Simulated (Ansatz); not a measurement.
Relaxation of C2H4N (7 atoms, charge 0, multiplicity 2), to a largest force component of 0.02 eV/Å in at most 50 steps.

All numbers below come from UKS PBE/def2-SVP (Ansatz).

```xyz
7
Properties=species:S:1:pos:R:3
C -0.691 0.390 -0.352
C 0.179 -0.513 0.411
N 1.415 -0.508 0.495
H -1.388 0.869 0.335
H -0.132 1.158 -0.895
H -1.273 -0.199 -1.060
H 0.151 -1.374 1.079
```

Task: Where does it end, and by what steps?

Result: It converged. After 6 steps the energy has fallen by 0.764 eV; H7 moved furthest, 0.31 Å.

```tsv
step	energy less start (eV)	largest force component (eV/Å)	accepted
0	0.0000	2.939	yes
1	-0.4185	1.759	yes
2	-0.7180	1.028	yes
3	-0.7335	1.632	yes
4	-0.7630	0.100	yes
5	-0.7635	0.024	yes
6	-0.7635	0.006	yes
```

```xyz
7
Properties=species:S:1:pos:R:3
C -0.670 0.361 -0.328
C 0.304 -0.520 0.426
N 1.555 -0.397 0.427
H -1.379 0.836 0.381
H -0.132 1.147 -0.891
H -1.268 -0.252 -1.033
H -0.150 -1.351 1.031
```

Run time: 49 s on 1 thread of Intel(R) Xeon(R) Processor @ 2.50GHz (Skylake/Cascade Lake), with other jobs on the host, peak memory 0.12 GiB.
